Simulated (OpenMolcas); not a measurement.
# One shape, several levels: HBS (SMILES B=S)

Aim: a comparison of 6 runs (HF/def2-TZVPPD, B3LYP/6-31G*, B2PLYP/def2-TZVPPD, B3LYP/def2-TZVPPD, M06-2X/def2-TZVPPD, r2SCAN/def2-TZVPPD) of HBS. 

Program for the calculation: OpenMolcas 26.06.

## 1. Starting point

HBS: 3 atoms, total charge 0, spin state singlet. SMILES: `B=S`. The coordinates come from a PBE0-D4/def2-TZVP relaxation.

Bond lengths: B1–S2 1.598 Å, B1–H3 1.175 Å. Angles: S2–B1–H3 180.0°.

## 2. Energy and gradient at HF/def2-TZVPPD (run 1)

File geom.xyz:

```xyz
3

B     -0.038660    -0.014560     0.134750
S      0.399170     0.147640    -1.393290
H     -0.360510    -0.133080     1.258530
```

File calc.input:

```
* BHS Hartree-Fock

&GATEWAY
 BasLib=$CurrDir
 Coord=geom.xyz
 Basis=def2-TZVPPD
 Group=NoSym

&SEWARD

&SCF
 Thresholds=1e-10 1e-07 1e-07 1e-05
 PrOrbitals=1 1

&ALASKA
```

The basis set def2-TZVPPD is read from a file made from the Basis Set Exchange's data (not shown).

On the command line:

```console
$ export MOLCAS_MEM=1860
$ pymolcas calc.input > calc.log
```

Log:

```text
--- Start Module: gateway ---
[...]
--- Stop Module: gateway /rc=_RC_ALL_IS_WELL_ ---
[...]
      Basis functions          105
[...]
--- Start Module: scf ---
[...]
       Convergence after  13 Iterations
[...]
::    Total SCF energy                               -422.8304470049
[...]
      Total spin, S                                     0.0000000000
[...]
      Total electronic charge=   22.000000
      Total            charge=   -0.000000
[...]
      Dipole Moment (debye):
      Origin of the operator (angstrom)=    0.2722    0.1006   -0.9501
                   X= -5.4851E-01               Y= -2.0319E-01               Z=  1.9143E+00           Total=  2.0017E+00
      Quadrupole Moment (debye*angstrom):
[...]
--- Stop Module: scf /rc=_RC_ALL_IS_WELL_ ---
[...]
--- Start Module: alaska ---
[...]
 *              Molecular gradients               *
 **************************************************
  Irreducible representation: a
 ------------------------------------------------------------------------------------------
                              X                       Y                       Z
 ------------------------------------------------------------------------------------------
  B1               -3.02640898290019E-04   -1.58966279478090E-04    1.02250173162410E-03
  S2                1.64195928622801E-03    6.26876003633869E-04   -5.71710566825168E-03
  H3               -1.33931838795731E-03   -4.67909724157445E-04    4.69460393662002E-03
 ------------------------------------------------------------------------------------------
--- Stop Module: alaska /rc=_RC_ALL_IS_WELL_ ---
[...]
```

Wall time 11 s (1 thread of Arm Neoverse V2, shared host); peak memory 0.6 GiB.

## 3. Energy and gradient at B3LYP/6-31G(d) (spherical functions) (run 2)

File calc.input:

```
* BHS Kohn-Sham DFT
>>> EXPORT MOLCAS_PRINT=2
&GATEWAY
BasLib=$CurrDir
Coord
3
bohr
B     -0.07305681    -0.02751441     0.25464060
S      0.75432198     0.27899917    -2.63293651
H     -0.68126517    -0.25148475     2.37827702
Basis=6-31Gs
Group=NoSym
&SEWARD
GridInput
Grid=UltraFine
End of Grid
&SCF
KSDFT=B3LYP
Thresholds=1e-10 1e-07 1e-07 1e-05
PrOrbitals=1
&ALASKA
```

The basis set 6-31G* is read from a file made from the Basis Set Exchange's data (not shown).

On the command line:

```console
$ export MOLCAS_MEM=1860
$ pymolcas calc.input > calc.log
```

Log:

```text
--- Start Module: gateway ---
[...]
--- Stop Module: gateway /rc=_RC_ALL_IS_WELL_ ---
[...]
      Basis functions           34
[...]
--- Start Module: scf ---
[...]
       Convergence after  15 Iterations
[...]
::    Total KS-DFT energy                            -423.6504754155
[...]
      Total spin, S                                     0.0000000000
[...]
      Total electronic charge=   22.000000
      Total            charge=   -0.000000
[...]
      Dipole Moment (debye):
      Origin of the operator (angstrom)=    0.2722    0.1006   -0.9501
                   X= -4.2306E-01               Y= -1.5679E-01               Z=  1.4765E+00           Total=  1.5439E+00
      Quadrupole Moment (debye*angstrom):
[...]
--- Stop Module: scf /rc=_RC_ALL_IS_WELL_ ---
[...]
--- Start Module: alaska ---
[...]
 *              Molecular gradients               *
 **************************************************
  Irreducible representation: a
 ------------------------------------------------------------------------------------------
                              X                       Y                       Z
 ------------------------------------------------------------------------------------------
  B1                2.87862398844840E-03    1.03029616688266E-03   -1.00724916935988E-02
  S2               -2.87269414826419E-03   -1.04892947831003E-03    1.00368022901574E-02
  H3               -5.92984018654708E-06    1.86333114253756E-05    3.56894034352351E-05
 ------------------------------------------------------------------------------------------
--- Stop Module: alaska /rc=_RC_ALL_IS_WELL_ ---
[...]
```

It took 5.4 s on 1 thread of Arm Neoverse V2, shared host; peak memory 0.37 GiB.

Runs 3 to 5 aren't shown in full; the table further down has their settings and results.

## 4. Energy and forces at r2SCAN/def2-TZVPPD (run 6)

File calc.inp:

```
>>> EXPORT MOLCAS_PRINT=2
&GATEWAY
BasLib = $CurrDir
Coord
3
angstrom
B       -0.038660      -0.014560       0.134750
S        0.399170       0.147640      -1.393290
H       -0.360510      -0.133080       1.258530
Basis = def2-TZVPPD
Group = NoSym
&SEWARD
GridInput
Grid=UltraFine
End of Grid
&SCF
KSDFT = 2
1.0 MGGA_X_R2SCAN
1.0 MGGA_C_R2SCAN
Thresholds = 1e-10 1e-07 1e-07 1e-05
PrOrbitals = 1 1
&ALASKA
```

The basis set def2-TZVPPD is read from a file made from the Basis Set Exchange's data (not shown).

On the command line:

```console
$ export MOLCAS_MEM=1860
$ pymolcas calc.inp > calc.log
```

Log:

```text
--- Start Module: gateway ---
[...]
--- Stop Module: gateway /rc=_RC_ALL_IS_WELL_ ---
[...]
      Basis functions          105
[...]
--- Start Module: scf ---
[...]
       Convergence after  14 Iterations
[...]
::    Total KS-DFT energy                            -423.6241921741
[...]
      Total spin, S                                     0.0000000000
[...]
      Total electronic charge=   22.000000
      Total            charge=   -0.000000
[...]
      Dipole Moment (debye):
      Origin of the operator (angstrom)=    0.2722    0.1006   -0.9501
                   X= -3.7840E-01               Y= -1.4010E-01               Z=  1.3207E+00           Total=  1.3810E+00
      Quadrupole Moment (debye*angstrom):
[...]
--- Stop Module: scf /rc=_RC_ALL_IS_WELL_ ---
[...]
--- Start Module: alaska ---
[...]
 *              Molecular gradients               *
 **************************************************
  Irreducible representation: a
 ------------------------------------------------------------------------------------------
                              X                       Y                       Z
 ------------------------------------------------------------------------------------------
  B1                1.15720599522051E-03    3.91292168613555E-04   -4.06561393955940E-03
  S2               -8.69793235694249E-04   -3.06644031882408E-04    3.04682194006922E-03
  H3               -2.87412759541028E-04   -8.46481367327012E-05    1.01879199949195E-03
 ------------------------------------------------------------------------------------------
--- Stop Module: alaska /rc=_RC_ALL_IS_WELL_ ---
[...]
```

It took 28 s on 1 thread of Arm Neoverse V2, shared host; peak memory 0.6 GiB.

## 5. Overview of the runs

| run | level | integration grid | task | energy (Eh) | dipole moment (D) | HOMO energy (eV) | LUMO energy (eV) | wall time |
| --- | --- | --- | --- | --- | --- | --- | --- | --- |
| 1 | HF/def2-TZVPPD | – | gradient | -422.830447 | 2.00 | -10.96 | 1.11 | 11 s |
| 2 | B3LYP/6-31G* (spherical functions) | UltraFine | gradient | -423.650475 | 1.54 | -8.16 | -1.09 | 5.4 s |
| 3 | B2PLYP/def2-TZVPPD | UltraFine | energy | -423.521468 | 1.65 | -9.39 | 0.01 | 19 s |
| 4 | B3LYP/def2-TZVPPD | UltraFine | gradient | -423.694559 | 1.39 | -8.28 | -1.46 | 21 s |
| 5 | M06-2X/def2-TZVPPD | UltraFine | gradient | -423.641953 | 1.48 | -9.62 | -0.38 | 25 s |
| 6 | r2SCAN/def2-TZVPPD | UltraFine | gradient | -423.624192 | 1.38 | -7.66 | -1.88 | 28 s |

## 6. Outcome

| quantity | value |
| --- | --- |
| run 6: total energy | -423.62419 Eh |
| run 6: dipole moment | 1.38 D |
| run 6: HOMO energy | -7.66 eV |
| run 6: LUMO energy | -1.88 eV |
| run 6: HOMO–LUMO gap | 5.78 eV |
| run 6: largest force on an atom | 0.218 eV/Å |

What this shows: The dipole moment (its size) runs from 1.38 D (r2SCAN/def2-TZVPPD) to 2.00 D (HF/def2-TZVPPD). The HOMO–LUMO gap runs from 5.78 eV (r2SCAN/def2-TZVPPD) to 12.07 eV (HF/def2-TZVPPD). Exact exchange widens orbital gaps. For B2PLYP the log adds the whole second-order term; the table takes 0.27 of it, as the functional is defined. Totals of different functionals can't be ranked against each other. All runs together took 1.8 min, the longest 28 s.
